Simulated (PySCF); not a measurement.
## Dipole moment and polarisability of `C=CSCSC`

Compound: C₄H₈S₂.
SMILES with atom numbers: `[CH2:1]=[CH:2][S:3][CH2:4][S:5][CH3:6]` (hydrogens: H7, H8 on C1; H9 on C2; H10, H11 on C4; H12, H13, H14 on C6)

Structure used (GFN2-xTB), in Å, numbered top down from 1:
```
atom  x, y, z in Å
C1    -2.6127   -1.4393   -0.3796
C2    -1.6866   -0.5502   -0.0688
S3    -0.5101    0.0725   -1.2174
C4     0.2182    1.4021   -0.1998
S5     1.1012    0.8174    1.2733
C6     2.4840   -0.0076    0.4447
H7    -2.7113   -1.8329   -1.3762
H8    -3.3016   -1.8021    0.3628
H9    -1.5571   -0.1509    0.9262
H10   -0.5746    2.0628    0.1421
H11    0.9099    1.9386   -0.8455
H12    3.1346    0.7371   -0.0062
H13    3.0211   -0.5679    1.2020
H14    2.0843   -0.6802   -0.3097
```

Level: CAM-B3LYP/def2-SVPD (PySCF), static field, nuclei fixed, core orbitals frozen in the response. The polarisability tensor in these axes (au):

```
x   110.17  17.56   7.40
y    17.56  85.91   3.72
z     7.40   3.72  84.17
```

Question: What are the eigenvalues, a third of the trace, and Δα (Δα² = ½Σ(αi − αj)² over the three pairs)?

Answer: Principal values 76.70, 82.32 and 121.24 au; mean 93.42 au = 13.84 Å³ = 15.40 × 10⁻⁴⁰ C²·m²/J; Δα = 42.01 au (45 % of the mean).

Question: What is the dipole moment, and where does it point?

Answer: (0.67, 0.29, -0.14) D, 0.74 D in size, pointing from the negative to the positive side. Measured along this direction, the outermost atoms are H8 at the negative end and H12 at the positive end.

Question: Find the Langevin capture rate constant for H3+ (3.023 u) meeting this molecule (120.007 u), k = 2.342 × 10⁻⁹ cm³/s × √(α in Å³ / reduced mass in u).

Answer: The reduced mass is 2.95 u, so k = 5.07 × 10⁻⁹ cm³/s. The formula leaves out the permanent dipole, which adds to the capture rate.

Question: In a dilute gas of rigid molecules at 350 K, how does the orientational term μ²/3kT compare with the electronic polarisability?

Answer: In Gaussian units μ²/3kT = 3.78 Å³ against 13.84 Å³, a ratio of 0.27; the Debye molar polarisation (4π/3)N_A(α + μ²/3kT) is 44.4 cm³/mol, leaving out the vibrational part.

Question: Give the principal axes and the span of the nuclei along them.

Answer: Largest value along (0.86, 0.45, 0.22), where the nuclei span 6.63 Å; middle along (-0.18, -0.12, 0.98), 2.43 Å; least along (-0.47, 0.88, 0.02), 3.98 Å. The strongest response lies along the longest span, while the other two are in reverse order.

Geometry: GFN2-xTB, one conformer, isolated molecule.
